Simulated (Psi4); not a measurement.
# [NO3]− (SMILES O=[N+]([O-])[O-]): a chain of runs

Wanted: a structure relaxation (CAM-B3LYP/def2-SVP), then vibrational wavenumbers, then the vertical excitations (TD-CAM-B3LYP/def2-SVP) of [NO3]−. 

The calculation is run with Psi4 1.11.

### Step 1. The molecule

[NO3]− has 4 atoms, charge -1, and is taken as a singlet. As SMILES, `O=[N+]([O-])[O-]`. Geometry: relaxed at GFN2-xTB (4 decimals). The run starts from this shape.

Bond lengths: O1–N2 1.235 Å, N2–O3 1.235 Å, N2–O4 1.235 Å. Angles: O1–N2–O3 120.0°, O1–N2–O4 120.0°, O3–N2–O4 120.0°.

### Step 2. A structure relaxation at CAM-B3LYP/def2-SVP (density fitting) (run 1)

Contents of no3.sdf:

```

     RDKit          3D

  4  3  0  0  0  0  0  0  0  0999 V2000
    0.2958    0.5203    1.0804 O   0  0  0  0  0  0  0  0  0  0  0  0
   -0.0060   -0.0034    0.0031 N   0  0  0  0  0  0  0  0  0  0  0  0
    0.4679   -1.1017   -0.3034 O   0  0  0  0  0  0  0  0  0  0  0  0
   -0.7577    0.5848   -0.7801 O   0  0  0  0  0  0  0  0  0  0  0  0
  2  1  2  0
  3  2  1  0
  4  2  1  0
M  CHG  3   2   1   3  -1   4  -1
M  END
$$$$
```

Contents of job.py:

```python
import psi4
from rdkit import Chem

psi4.set_memory('1600 MB')
psi4.set_num_threads(1)
psi4.core.set_output_file('run.log', False)

rd = Chem.SDMolSupplier('no3.sdf', removeHs=False, sanitize=False)[0]
xyz = rd.GetConformer().GetPositions()
atoms = '\n'.join(f'{a.GetSymbol()} {x:.4f} {y:.4f} {z:.4f}' for a, (x, y, z) in zip(rd.GetAtoms(), xyz))
mol = psi4.geometry('-1 1\n' + atoms + '\nsymmetry c1')

psi4.set_options({
    'basis': 'def2-SVP',
    'geom_maxiter': 60,
})

result = psi4.optimize("cam-b3lyp", molecule=mol)
print('E =', round(result, 9))
mol.save_xyz_file('final.xyz', False)
```

The run is started by

```sh
$ python job.py
```

run.log:

```text
[...]
  Running in c1 symmetry.
[...]
  Nuclear repulsion =  119.491741887969866
[...]
  Multiplicity = 1
[...]
  Nalpha       = 16
  Nbeta        = 16
[...]
    Number of basis functions: 56
[...]
   @DF-RKS iter   1:  -279.75971620243274   -1.13925e-01   1.61259e-02 ADIIS/DIIS
[...]
   @DF-RKS iter   8:  -280.03533827026337   -7.67386e-12   9.84400e-09 DIIS
[...]
  @DF-RKS Final Energy:  -280.03533827026337
   => Energetics <=
    Nuclear Repulsion Energy =            118.4245117878229223
    One-Electron Energy =                -628.1197556735065746
    Two-Electron Energy =                 253.9607775239801128
    DFT Exchange-Correlation Energy =     -24.3008719085598095
    Empirical Dispersion Energy =           0.0000000000000000
    VV10 Nonlocal Energy =                  0.0000000000000000
    Total Energy =                       -280.0353382702633667
[...]
 Multipole Moments:
 ------------------------------------------------------------------------------------
     Multipole            Electronic (a.u.)      Nuclear  (a.u.)        Total (a.u.)
 ------------------------------------------------------------------------------------
 L = 1.  Multiply by 2.5417464519 to convert [e a0] to [Debye]
 Dipole X            :          0.0003490           -0.0000019            0.0003471
 Dipole Y            :          0.0002692           -0.0000013            0.0002680
 Dipole Z            :         -0.0003565            0.0000012           -0.0003553
 Magnitude           :                                                    0.0005644
[...]
  -Total Gradient:
     Atom            X                  Y                   Z
    ------   -----------------  -----------------  -----------------
       1       -0.000033029048    -0.000024565020     0.000131986186
       2        0.000167179898     0.000153618096    -0.000185794013
       3       -0.000065794685    -0.000067566283     0.000026972813
       4       -0.000029790953    -0.000093752887     0.000064224899
[...]
    Final optimized geometry and variables:
    Molecular point group: c1
    Full point group: C1
    Geometry (in Angstrom), charge = -1, multiplicity = 1:
    O            0.296363240551     0.523743047468     1.091136185736
    N            0.000266030147     0.000178980410    -0.000164273932
    O            0.470106912493    -1.112895224753    -0.304959351398
    O           -0.766703054558     0.588995485237    -0.786033017376
[...]
```

On the terminal:

```text
Some dependencies such as QCElemental have not yet finished migration to pydantic v2. If issues are encountered please downgrade pydantic or upgrade QCElemental as appropriate
	Energy has increased in a minimization.
	Energy ratio indicates iffy step.
	Intrafrag trust radius decreased to  0.125.
	Previous geometry is closer to target in internal coordinates, so using that one.

	Best geometry has RMS(Delta(q)) = 5.44e-04

Optimizer: Optimization complete!
E = -280.03533827
```

Wall time 11 s (1 thread of Intel Xeon 6975P-C (Granite Rapids), shared host); peak memory 0.41 GiB.

Step by step:

```
step  energy from the first frame kept (eV)  largest force (eV/Å)
   0                                 0.0000                0.9189
   1                                 0.1710                3.3746
   2                                 0.0897                2.5164
   3                                -0.0152                0.2711
   4                                -0.0165                0.0151
```

After the run. Bond lengths: O1–N2 1.246 Å, N2–O3 1.246 Å, N2–O4 1.246 Å. Angles: O1–N2–O3 120.0°, O1–N2–O4 120.0°, O3–N2–O4 120.0°.

### Step 3. The harmonic vibrations at CAM-B3LYP/def2-SVP (density fitting) (run 2)

Contents of calc.py:

```python
import psi4

psi4.set_memory(1600000000)
psi4.set_num_threads(1)
psi4.set_output_file('output.dat', False)

molecule = psi4.geometry("""
-1 1
O      0.56040962     0.98993681     2.06176112
N      0.00086738     0.00054424    -0.00049889
O      0.88873820    -2.10286078    -0.57647796
O     -1.44849397     1.11324711    -1.48557607
units au
""")

psi4.set_options({
    'basis': 'def2-SVP',
    't': 298.15,
    'rotational_symmetry_number': 6,
})

e, wfn = psi4.frequency('cam-b3lyp', return_wfn=True)
print(f'total energy {e:.8f} hartree = {e * 27.211386:.5f} eV')
print('wavenumbers / cm^-1:', wfn.frequencies().np.round(1))
for k in ('ZPVE', 'ENTHALPY', 'GIBBS FREE ENERGY'):
    print(f'{k}: {psi4.variable(k):.8f} Eh')
```

The run is started by

```sh
$ python calc.py
```

output.dat:

```text
[...]
  Running in c1 symmetry.
[...]
  Nuclear repulsion =  118.424493362609780
[...]
  Multiplicity = 1
[...]
  Nalpha       = 16
  Nbeta        = 16
[...]
    Number of basis functions: 56
[...]
   @DF-RKS iter   1:  -279.75619689381045   -1.85338e-01   1.62202e-02 ADIIS/DIIS
[...]
   @DF-RKS iter  10:  -280.03533649755377   -8.52651e-13   1.77574e-09 DIIS
[...]
    Orbital Energies [Eh]
    ---------------------
    Doubly Occupied:
       1A    -18.956637     2A    -18.956617     3A    -18.956469
       4A    -14.409142     5A     -1.068101     6A     -0.843458
       7A     -0.843392     8A     -0.408011     9A     -0.375901
      10A     -0.332784    11A     -0.332770    12A     -0.139518
      13A     -0.139454    14A     -0.114284    15A     -0.114262
      16A     -0.065178
[...]
  @DF-RKS Final Energy:  -280.03533649755377
   => Energetics <=
    Nuclear Repulsion Energy =            118.4187695750637062
    One-Electron Energy =                -628.1084167850420954
    Two-Electron Energy =                 253.9550639276596939
    DFT Exchange-Correlation Energy =     -24.3007532152350798
    Empirical Dispersion Energy =           0.0000000000000000
    VV10 Nonlocal Energy =                  0.0000000000000000
    Total Energy =                       -280.0353364975537716
[...]
  -Total Gradient:
     Atom            X                  Y                   Z
    ------   -----------------  -----------------  -----------------
       1        0.000024528594    -0.000146301026     0.000108809367
       2        0.000313314905     0.000016150843    -0.000062163092
       3       -0.000054565703     0.000037357979     0.000157105928
       4       -0.000285098029     0.000061633242    -0.000239325182
[...]
  ==> Harmonic Vibrational Analysis <==
[...]
  Freq [cm^-1]                 766.8724            779.5893            881.8308
[...]
  IR activ [km/mol]             1.2269              2.4598             34.6350
[...]
  Freq [cm^-1]                1142.0456           1532.0010           1576.6774
[...]
  IR activ [km/mol]             0.0577             520.6778            517.8359
[...]
  Total E_0, Enthalpy at 0 [K]                                                         -280.02012237 [Eh]
[...]
  Total H, Enthalpy at  298.15 [K]                                                     -280.01608582 [Eh]
[...]
  Total G, Gibbs energy at  298.15 [K]                                                 -280.04387305 [Eh]
[...]
```

On the terminal:

```text
total energy -280.03533829 hartree = -7620.14968 eV
wavenumbers / cm^-1: [ 766.9  779.6  881.8 1142.  1532.  1576.7]
ZPVE: 0.01521592 Eh
ENTHALPY: -280.01608582 Eh
GIBBS FREE ENERGY: -280.04387305 Eh
```

Run time: 44 s. Hardware: 1 thread of Intel Xeon 6975P-C (Granite Rapids), shared host; peak memory 0.36 GiB.

### Step 4. The excited states at TD-CAM-B3LYP/def2-SVP (density fitting, save jk yes) (run 3)

Contents of no3.inp:

```
memory 1600 MB

molecule molecule1 {
  -1 1
  O      0.56040962     0.98993681     2.06176112
  N      0.00086738     0.00054424    -0.00049889
  O      0.88873820    -2.10286078    -0.57647796
  O     -1.44849397     1.11324711    -1.48557607
  units au
  symmetry c1
}

set {
  basis def2-SVP
  save_jk true
}

from psi4.driver.procrouting.response.scf_response import tdscf_excitations
E, wfn = energy("cam-b3lyp", return_wfn=True)
states = tdscf_excitations(wfn, states=4, tda=False)
```

The run is started by

```sh
$ psi4 no3.inp no3.out -n 1
```

no3.out:

```text
[...]
  Running in c1 symmetry.
[...]
  Nuclear repulsion =  118.424493362609780
[...]
  Multiplicity = 1
[...]
  Nalpha       = 16
  Nbeta        = 16
[...]
    Number of basis functions: 56
[...]
   @DF-RKS iter   1:  -279.75619688937678   -1.85338e-01   1.62202e-02 DIIS/ADIIS
[...]
   @DF-RKS iter   8:  -280.03533828661443   -4.71300e-09   4.91703e-07 DIIS
[...]
    Orbital Energies [Eh]
    ---------------------
    Doubly Occupied:
       1A    -18.956613     2A    -18.956604     3A    -18.956453
       4A    -14.409138     5A     -1.068148     6A     -0.843468
       7A     -0.843437     8A     -0.407991     9A     -0.375928
      10A     -0.332780    11A     -0.332777    12A     -0.139491
      13A     -0.139480    14A     -0.114278    15A     -0.114263
      16A     -0.065163
[...]
  @DF-RKS Final Energy:  -280.03533828661443
   => Energetics <=
    Nuclear Repulsion Energy =            118.4244933626097804
    One-Electron Energy =                -628.1197335523592074
    Two-Electron Energy =                 253.9607739847961625
    DFT Exchange-Correlation Energy =     -24.3008720816611543
    Empirical Dispersion Energy =           0.0000000000000000
    VV10 Nonlocal Energy =                  0.0000000000000000
    Total Energy =                       -280.0353382866144329
[...]
 Multipole Moments:
 ------------------------------------------------------------------------------------
     Multipole            Electronic (a.u.)      Nuclear  (a.u.)        Total (a.u.)
 ------------------------------------------------------------------------------------
 L = 1.  Multiply by 2.5417464519 to convert [e a0] to [Debye]
 Dipole X            :          0.0003493           -0.0000019            0.0003474
 Dipole Y            :          0.0002681           -0.0000013            0.0002668
 Dipole Z            :         -0.0003571            0.0000012           -0.0003559
 Magnitude           :                                                    0.0005644
[...]
**********                               WARNING                                **********
**********       The names of excited state variables changed between 1.5       **********
[...]
                                    Excitation Energy         Total Energy        Oscillator Strength             Rotatory Strength
[...]
Excited State    1 (1 A):   0.15563 au   292.76 nm f = 0.0000
[...]
Excited State    2 (1 A):   0.22813 au   199.72 nm f = 0.0000
[...]
Excited State    3 (1 A):   0.22814 au   199.71 nm f = 0.0000
[...]
Excited State    4 (1 A):   0.27984 au   162.82 nm f = 0.1751
[...]
```

Run time: 6.3 s. Hardware: 1 thread of Intel Xeon 6975P-C (Granite Rapids), shared host; peak memory 0.35 GiB.

The roots found:

```
excited state  energy (eV)  strength  label
            1        4.235    0.0000    A 1
            2        6.208    0.0000    A 1
            3        6.208    0.0000    A 1
            4        7.615    0.1751    A 1
```

### Step 5. What came out

```
                                                                            quantity             value
                                  run 1, CAM-B3LYP/def2-SVP: total energy at the end     -280.03534 Eh
                                              run 1, CAM-B3LYP/def2-SVP: HOMO energy          -1.77 eV
                                              run 1, CAM-B3LYP/def2-SVP: LUMO energy           7.57 eV
    run 1, CAM-B3LYP/def2-SVP: HOMO–LUMO gap (to an unbound level, set by the basis)           9.34 eV
                               run 2, CAM-B3LYP/def2-SVP: lowest harmonic wavenumber          767 cm⁻¹
                              run 2, CAM-B3LYP/def2-SVP: highest harmonic wavenumber         1577 cm⁻¹
                                        run 2, CAM-B3LYP/def2-SVP: zero-point energy       39.9 kJ/mol
run 2, CAM-B3LYP/def2-SVP: ideal-gas entropy at 298.15 K (symmetry number 6 as used)  58.5 cal/(mol K)
                     run 3, TD-CAM-B3LYP/def2-SVP: ground-state or mean-field energy     -280.03534 Eh
            run 3, TD-CAM-B3LYP/def2-SVP: HOMO energy (CAM-B3LYP Kohn–Sham orbitals)          -1.77 eV
            run 3, TD-CAM-B3LYP/def2-SVP: LUMO energy (CAM-B3LYP Kohn–Sham orbitals)           7.57 eV
 run 3, TD-CAM-B3LYP/def2-SVP: HOMO–LUMO gap (to an unbound level, set by the basis)           9.34 eV
                              run 3, TD-CAM-B3LYP/def2-SVP: lowest excitation energy           4.23 eV
```

The optimisation (run 1, CAM-B3LYP/def2-SVP) took 5 steps and changed the energy by -0.017 eV. All 6 modes (run 2, CAM-B3LYP/def2-SVP) are real, so the shape is a minimum at this level. The brightest of the 4 transitions from the ground state lies at 7.61 eV (163 nm, f = 0.175); the lowest, at 4.23 eV, has f = 0.000. For an anion, states without diffuse functions may be basis-held continuum. Roots above 1.8 eV lie over the negative of the HOMO energy, where those of Rydberg kind are poorly described; valence roots are less touched.
